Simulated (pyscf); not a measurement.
H₃C–In(CH₃)–CH₃ + NH₃ → CH₄ + H₃C–In(CH₃)–NH₂, a four-centre exchange (singlet surface; C–In, H–N broken, C–H, In–N formed). PySCF, gas phase, ωB97X-D3(BJ)/def2-SVP geometries. Energies in kcal/mol from the separated reactants.

Small-basis levels: PySCF, no dispersion term, spherical d functions. AM1 to PM7: differences of heats of formation from MOPAC, which are fitted to 298 K values and so differ in kind from electronic energies by zero-point and thermal terms. GFN2-xTB: tblite. Cost: rough CPU time at the saddle relative to B3LYP/6-31G*+LANL2DZ, from one job on a shared machine.

```csv
level,barrier,reaction energy,cost
MP2/6-31G*+LANL2DZ,15.8,-19.8,0.2
SVWN5/6-31G*+LANL2DZ,-2.7,-18.4,1.0
BP86/6-31G*+LANL2DZ,9.3,-18.4,1
PBE/6-31G*+LANL2DZ,7.6,-18.2,1
B3LYP/6-31G*+LANL2DZ,14.0,-19.0,1
M06-2X/6-31G*+LANL2DZ,11.3,-17.4,3
B3LYP/6-311+G**+LANL2DZ,17.3,-16.4,2
B3LYP/def2-SVP,16.7,-13.6,2
GFN2-xTB,[?],-19.3,under 0.02
AM1,25.5,+7.7,under 0.02
PM3,19.0,-10.0,under 0.02
PM7,29.1,-13.0,under 0.02
ωB97M-D3(BJ)/def2-TZVP,[?],-11.5,–
```

Q: What belongs in the gaps?

A: 
- GFN2-xTB, barrier: 12.9
- ωB97M-D3(BJ)/def2-TZVP, barrier: 18.6

Against the last row the barrier runs from -21.3 (SVWN5/6-31G*+LANL2DZ) to +10.5 kcal/mol (PM7). At SVWN5/6-31G*+LANL2DZ this geometry lies under one side, so the entry may be no barrier of that level: it is a single point on another level's saddle. ωB97M-D3(BJ)/def2-TZVP has limits of its own. On the reactant side the descent ends in an adduct with a In–N contact, 18.6 kcal/mol under the separated species and 35.6 kcal/mol under the saddle at ωB97X-D3(BJ)/def2-TZVP. What is counted as formed (In–N) is already present as a longer contact in the reactant adduct; forming that adduct is a step of its own. This is the saddle that the search found; another between the same sides may lie lower. In the def2 sets elements past Kr carry core potentials, without spin-orbit coupling.
